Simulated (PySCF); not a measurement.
Gas-phase reaction: 3 SiH + SiH3 + 3 Cl2 = 2 H3SiSiCl3

Computed with PySCF and rigid-rotor harmonic-oscillator thermochemistry at 1 bar. † marks an energy on the PBE0/def2-TZVP geometry and frequencies. MP2 and CCSD(T) freeze the core. Open shells (unrestricted): SiH (multiplicity 2, electronic degeneracy 4), SiH3 (multiplicity 2); the rest are closed-shell singlets. Spin-orbit splitting is ignored; it lowers the true energy and changes the entropy of SiH. H3SiSiCl3: computed as isolated molecules; such fragments, hydroxides, amides, oligomers or adducts are transient or little studied in the gas. MP2 isn't extrapolated to the basis-set limit; its ΔH°(298 K) is -2238.1 kJ in def2-SVP and -2297.7 kJ in def2-TZVPP. CCSD(T) isn't extrapolated to the basis-set limit. The harmonic model lacks anharmonicity and excited electronic states, which grow with temperature; levels with a mode under 35 cm⁻¹ are left out. Internal rotation in H3SiSiCl3 is treated as a harmonic vibration of one conformer, which makes the entropy rough.

```csv
level,"ΔE electronic, kJ","ΔH°(298 K), kJ","ΔS°(298 K), J/K","ΔG°(2000 K), kJ"
BLYP/def2-TZVP†,-2041,-1998,-727,-617
CCSD(T)/def2-SVP†,-2162,-2119,-727,-739
HF/def2-TZVP†,-2037,-1994,-727,-613
MP2/def2-TZVPP†,-2341,-2298,-727,-917
ωB97M-V/def2-TZVP†,-2260,-2217,-727,-836
ωB97X-V/def2-TZVP†,-2297,-2254,-727,-873
```
ΔH° is lowest at MP2/def2-TZVPP† and highest at HF/def2-TZVP†. No reference value is set beside these.
